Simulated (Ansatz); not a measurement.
# ClH3Si: the cost of one run

All numbers below are computed with Ansatz 0.2.0 (RKS PBE/def2-SVP).

## (1) Starting point

Bond lengths: Si1–Cl2 2.330 Å, Si1–H3 1.660 Å, Si1–H4 1.459 Å, Si1–H5 1.459 Å. Angles: Cl2–Si1–H3 52.9°, Cl2–Si1–H4 122.4°, Cl2–Si1–H5 122.4°, H3–Si1–H4 119.6°, H3–Si1–H5 119.6°, H4–Si1–H5 109.5°.

Structure file:

```xyz
5

Si    0.0000    0.0000    0.0000
Cl    1.2713    0.0000    1.9526
H     1.6559    0.0000    0.1178
H    -0.6877    1.1914   -0.4862
H    -0.6877   -1.1914   -0.4862
```

## (2) A restrained relaxation towards end A

Springs on the bonds that form and break draw the guess towards this end; the thresholds are loose.

input.yaml

```yaml
crystal:
  periodic: [false, false, false]
  atoms:
    - { symbol: Si, position_ang: [0.0, 0.0, 0.0] }
    - { symbol: Cl, position_ang: [1.2713, 0.0, 1.9526] }
    - { symbol: H, position_ang: [1.6559, 0.0, 0.1178] }
    - { symbol: H, position_ang: [-0.6877, 1.1914, -0.4862] }
    - { symbol: H, position_ang: [-0.6877, -1.1914, -0.4862] }
basis:
  gaussian: { orbitals: def2-SVP }
hamiltonian:
  xc: pbe
relax:
  f_tol: 0.15
  max_steps: 25
  restrain:
    - { distance: [1, 2], at: 2.57, k: 30.0 }
    - { distance: [0, 1], at: 2.13, k: 30.0 }
    - { distance: [0, 2], at: 1.46, k: 30.0 }
```

Run with:

```console
ansatz run input.yaml --threads 1 --pin off --max-ram 2048MiB --backend cpu --events-out ev --progress --plain --runs-dir out
```

**Question.** How long does this run take on 1 thread of Arm Neoverse V1, shared host, and how much memory does it need?

About 6.4 s, with a peak of 0.1 GiB.
